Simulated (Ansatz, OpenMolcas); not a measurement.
## How methods differ on BN (boron nitride)

BN: 2 atoms, total charge 0, spin state triplet. SMILES: `B#N`. Geometry: relaxed at PBE0-D4/def2-TZVP.

```csv
atom,x (Å),y (Å),z (Å)
B,0.0000,0.0000,-0.0235
N,0.0000,0.0000,1.2919
```

Quantity: the vertical ionisation energy (to the doublet cation), in eV. The values are calculated.

```csv
level,kind,program,value (eV),CPU time (all runs)
UHF/cc-pVTZ,Hartree–Fock,OpenMolcas,10.03,6.5 s
UPBE/cc-pVTZ,GGA,OpenMolcas,12.01,36 s
UM06-L/cc-pVTZ,meta-GGA,OpenMolcas,11.78,2.8 min
UB3LYP/cc-pVTZ,global hybrid,Ansatz,11.98,11 s
UBHLYP/cc-pVTZ,global hybrid,Ansatz,11.49,8.7 s
U-wB97M-V/cc-pVTZ,range-separated hybrid,Ansatz,11.83,76 s
UCAM-B3LYP/cc-pVTZ,range-separated hybrid,Ansatz,11.94,14 s
UPBE-QIDH/cc-pVTZ,double hybrid,Ansatz,11.83,12 s
RPA@PBE/cc-pVTZ,RPA,Ansatz,11.99,19 s
UBCCD(T)/cc-pVTZ,coupled cluster or CI,Ansatz,11.92,12 s
```

The values span 10.03 to 12.01 eV. Spin contamination of the reference (⟨S²⟩ at least 0.1 too high) touches UHF/cc-pVTZ, UPBE/cc-pVTZ, UM06-L/cc-pVTZ, UB3LYP/cc-pVTZ, UBHLYP/cc-pVTZ, U-wB97M-V/cc-pVTZ, UCAM-B3LYP/cc-pVTZ, UPBE-QIDH/cc-pVTZ, RPA@PBE/cc-pVTZ, UBCCD(T)/cc-pVTZ. CPU times are rough (shared hosts, several kinds of processor and program).
